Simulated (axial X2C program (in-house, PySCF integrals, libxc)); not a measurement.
## Bond lengths and stretching modes, held linear, of ClSiCl⁻

Calculated with an in-house all-electron X2C program for linear molecules (integrals from PySCF): two-component X2C with atomic mean-field Coulomb and Gaunt terms, Gaussian nuclei, basis Cl dyall-av3z, Si dyall-v3z with contracted cores. Spin-free rows use the one-electron spin-free X2C Hamiltonian.

Masses Cl 34.969, Si 27.977, Cl 34.969 u. States: 2c Ω = 1/2 (beyond evenly filled blocks: ω = 1/2); spin-free M_S = 1/2, Λ = 1 (beyond evenly filled blocks: π+α).

B3LYP, spin-free: energies above the lowest point

```tsv
r(Cl–Si) (Å)	r(Si–Cl) (Å)	E (meV)
2.3595	2.3595	56.94
2.3595	2.4200	27.66
2.3595	2.4805	13.65
2.4200	2.3595	27.66
2.4200	2.4200	6.37
2.4200	2.4805	0.00
2.4200	2.5410	5.37
2.4805	2.3595	13.65
2.4805	2.4200	0.00
2.4805	2.4805	0.95
2.5410	2.4200	5.37
2.5410	2.5410	32.26
```

Task: Fit a quadratic surface with cubic terms in each bond: where is the minimum, and what are the two stretching wavenumbers?

Result: At B3LYP, spin-free: bonds 2.459 and 2.459 Å; harmonic stretches 201.4 and 206.3 cm⁻¹; force constants 0.558, 0.558 and coupling 0.32 mdyn/Å.

The other levels and Hamiltonians give:

```json
{"Hamiltonian": "2c", "level": "PBE0", "r(Cl–Si) (Å)": "2.418", "r(Si–Cl) (Å)": "2.418", "lower stretch (cm⁻¹)": "215.3", "upper stretch (cm⁻¹)": "227.6"}
{"Hamiltonian": "2c", "level": "B3LYP", "r(Cl–Si) (Å)": "2.459", "r(Si–Cl) (Å)": "2.459", "lower stretch (cm⁻¹)": "201.4", "upper stretch (cm⁻¹)": "206.3"}
{"Hamiltonian": "spin-free", "level": "PBE0", "r(Cl–Si) (Å)": "2.418", "r(Si–Cl) (Å)": "2.418", "lower stretch (cm⁻¹)": "215.3", "upper stretch (cm⁻¹)": "227.5"}
```

Each state is one determinant, the lowest of a limited PBE0 search; the stretches come from a fit to these few points and carry an uncertainty of a few per cent. Other orders of the atoms were not compared. Left out for rough or failed fits: HF 2c, MP2 2c, HF spin-free, MP2 spin-free. For an anion the highest level of a functional can be positive, and the basis then holds the extra electron. The molecule was held linear; bending was not examined, so a bent shape may lie lower. Note: functional without a current term on a determinant with orbital currents, of the molecule or an atom.
